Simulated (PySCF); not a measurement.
C2H2FO (charge -1).
Geometry (GFN2-xTB, Å), atoms numbered from 1 in this order:
```xyz
6
C2H2FO angstrom
C     -0.7211   -0.0830    0.0018
C      0.6200   -0.0984    0.0074
O      1.4992   -0.9451    0.0873
F      1.1528    1.3042   -0.1185
H     -1.2796    0.8322   -0.0829
H     -1.2681   -1.0079    0.0834
```

The closed-shell SCF was solved with PySCF and density fitting under several settings on one GFN2-xTB geometry (grid level 2 and gas phase unless stated).

```tsv
settings	basis functions	SCF cycles	E (Eh)	HOMO (eV)	LUMO (eV)
PBE0/pcSseg-1	78	14	-252.2136	0.09	7.31
PBE0/IGLO-II, fitting basis def2-universal-jkfit	100	10	-252.3075	0.01	7.12
PBE/def2-SVPD	102	16	-252.0750	0.92	4.72
```

Task: Estimate the rows for these settings: (1) PBE/aug-cc-pVDZ; (2) OPBE/IGLO-III; (3) HCTH407/cc-pVDZ.

Result: 
| settings | basis functions | SCF cycles | E (Eh) | HOMO (eV) | LUMO (eV) |
| --- | --- | --- | --- | --- | --- |
| PBE/aug-cc-pVDZ | 110 | 16 | -252.2828 | 0.79 | 3.14 |
| OPBE/IGLO-III | 160 | 18 | -252.4947 | 1.03 | 5.31 |
| HCTH407/cc-pVDZ | 66 | 15 | -252.4558 | 1.67 | 7.01 |

Task: Over all rows, what range does the HOMO–LUMO gap span?

Result: From 2.35 eV (PBE/aug-cc-pVDZ) to 7.22 eV (PBE0/pcSseg-1). The functional of the narrowest has no exact exchange, that of the widest 25 % exact exchange.

Task: Compare two rows with the functional PBE: PBE/aug-cc-pVDZ and PBE/def2-SVPD. Which energy is lower, and by how much?

Result: PBE/aug-cc-pVDZ (110 functions) lies 0.2078 Eh or 130 kcal/mol below PBE/def2-SVPD (102 functions).

Cycle counts include a coarse-grid stage where the run had one. The HOMO energy is positive at HCTH407/cc-pVDZ, OPBE/IGLO-III, PBE/aug-cc-pVDZ, PBE/def2-SVPD, PBE0/IGLO-II and PBE0/pcSseg-1; such an orbital is held in place by the finite basis.
